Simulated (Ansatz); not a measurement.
C₄H₅N, SMILES `CC=C=C=N`. The species carries charge 0 and has multiplicity 1.

```xyz
10

C     1.093   -1.295   -0.313
C     0.861    0.176   -0.277
C    -0.264    0.762    0.064
C    -1.367    1.292    0.400
N    -2.377    1.931    0.703
H     1.920   -1.564    0.353
H     0.204   -1.850   -0.018
H     1.393   -1.607   -1.320
H     1.711    0.800   -0.562
H    -3.174    1.354    0.970
```

**Question.** What are the harmonic wavenumbers in cm⁻¹ at PBE0-D4/def2-TZVP (Ansatz, finite differences of forces, unscaled)? (Estimate.)

**Answer.** Computed: 104, 146, 232, 405, 482, 591, 629, 807, 889, 1048, 1053, 1091, 1127, 1351, 1390, 1467, 1471, 1771, 2257, 3038, 3093, 3104, 3158, 3480.

**Question.** Is this a minimum?

**Answer.** Yes, all 24 modes are real.

**Question.** Give the ideal-gas thermochemistry at 298.15 K and 1 bar (rigid rotor, harmonic oscillator; point group Cs, symmetry number 1).

**Answer.** Zero-point energy 204.5 kJ/mol; H(298) − E = 222.3 kJ/mol; entropy 313.2 J/(mol·K), of which translation 161.3, rotation 105.1, vibration 46.7; G(298) − E = 128.9 kJ/mol.
